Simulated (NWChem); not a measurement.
Correlation energy of F (-1)

```
F
```
Charge -1, spin multiplicity 1.

All runs are NWChem calculations.

Basis set: aug-cc-pVTZ. Each correlation energy counts from its own Hartree-Fock reference.

The correlated methods keep 1 core orbital frozen. No row is a measurement; the coupled-cluster row has its own basis-set and correlation limits.

**Question.** One of these methods gave a correlation energy of -295.1 mHa. Which?
A) MP2
B) CCSD
C) SCS-MP2
D) CCSD+T(CCSD)

**Answer.** A, MP2. The others give -286.2 (SCS-MP2), -288.5 (CCSD), -300.2 (CCSD+T(CCSD)).
